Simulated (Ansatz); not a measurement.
Two isomers of C4H9N: A = `CC(C)=CN`, B = `C=CN(C)C`.

Computed with Ansatz on PBE0-D4/def2-TZVP structures; ΔE is electronic, products minus reactants. CCSD(T)/CBS is the MP2 limit (def2-TZVPP, def2-QZVPP) plus CCSD(T) − MP2 in def2-TZVPP, frozen cores. Functionals use def2-TZVPP. B3LYP here is the variant with VWN-RPA as its local correlation; programs differ in this. Each species was taken in one conformer, which may not be the lowest.

Question: Which is lower in electronic energy at CCSD(T)/CBS, and by how much? (An estimate is asked.)

Answer: Ansatz gave: A, by 13.8 kcal/mol.

Question: Give E(B) − E(A) in kcal/mol with B3LYP, B3LYP-D4, CCSD(T)/def2-TZVPP, CCSD/def2-TZVPP, HF/def2-TZVPP, ωB97M-V, MP2/def2-TZVPP. (Estimate.)

Answer: Computed: B3LYP 12.8, B3LYP-D4 12.5, CCSD(T)/def2-TZVPP 13.4, CCSD/def2-TZVPP 13.5, HF/def2-TZVPP 12.3, ωB97M-V 13.3, MP2/def2-TZVPP 14.0. None reverses the order clearly.

Largest T1 diagnostic: 0.011.

In def2-TZVPP, CCSD(T) changes the Hartree–Fock value by +1.1 kcal/mol (the triples alone add −0.1 kcal/mol) and MP2 by +1.7 kcal/mol.
